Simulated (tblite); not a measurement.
C3H3F3.
Z-matrix (Å and degrees, GFN2-xTB geometry), rows numbered from 1:
```
F 
C   1  1.3343
C   2  1.3239  1  123.19
F   3  1.3456  2  122.43  1     0.03
C   3  1.4995  2  125.26  1  -179.98
F   5  1.3637  3  110.91  2     0.02
H   2  1.0784  1  113.85  3  -179.95
H   5  1.0972  3  110.44  2   119.42
H   5  1.0972  3  110.46  2  -119.33
```

Computed with GFN2-xTB (tblite): harmonic, unscaled wavenumbers at the GFN2-xTB geometry, gas phase. Errors from tens to a few hundred cm⁻¹ against measured bands are possible. One conformer, not necessarily the lowest.

Harmonic wavenumbers (cm⁻¹): 67.1, 165.9, 251.3, 253.2, 443.1, 461.8, 610.1, 784.6, 882.7, 961.7, 1074.6, 1125.6, 1175.6, 1181.8, 1241.3, 1318.7, 1417.6, 1750.0, 2916.6, 2931.0, 3108.5.

A = 5708, B = 2445, C = 1731 MHz; mass 96.019 u (most abundant isotopes); point group Cs, symmetry number 1.

**Question.** Zero-point energy?

**Answer.** ½Σν̃ = 12061 cm⁻¹ = 34.48 kcal/mol.

**Question.** Give the ideal-gas entropy at 200 K and 1 bar in the rigid-rotor, harmonic-oscillator model (classical rotation).

**Answer.** Translation 37.64, rotation 25.80, vibration 8.24: S = 71.7 cal/(mol K).

**Question.** And Cp and H(200 K) − H(0)?

**Answer.** Cp = 17.61 cal/(mol K), of which vibrations give 9.66 (their classical limit is 21 R = 41.7); H(200 K) − H(0) = 2.53 kcal/mol without the zero-point energy, 0.94 from vibrations.

**Question.** What must be added to the electronic energy to get the Gibbs energy at 200 K and 1 bar?

**Answer.** ZPE + [H(200 K) − H(0)] − T·S = 34.48 + 2.53 − 14.34 = 22.67 kcal/mol.

**Question.** Blend soft modes into free rotors: weight 1/[1 + (100 cm⁻¹/ν̃)⁴] for the oscillator and the rest for a rotor with moment μB/(μ + B), μ = h/(8π²ν), B = 10⁻⁴⁴ kg m². What vibrational entropy results?

**Answer.** 7.79 cal/(mol K) in place of 8.24, which changes −T·S at 200 K by +0.09 kcal/mol.

**Question.** How do the functions run with temperature in this model?

**Answer.** 
```tsv
T (K)	S (cal/(mol K))	Cp (cal/(mol K))	H − H(0) (kcal/mol)	G − H(0) (kcal/mol)	ln q(vib)
50	53.5	10.0	0.44	-2.24	0.17
100	61.3	12.8	1.00	-5.12	0.63
298.15	79.5	22.1	4.48	-19.24	2.95
373.15	84.9	25.4	6.27	-25.40	3.84
500	93.0	30.2	9.81	-36.70	5.34
750	106.6	36.5	18.21	-61.70	8.19
1000	117.6	40.3	27.86	-89.77	10.81
```

q(vib) and H(0) count from the zero-point level.

Hindered rotation and anharmonicity are outside this model. Other conformers, if any are populated, would add a mixing term that is left out.
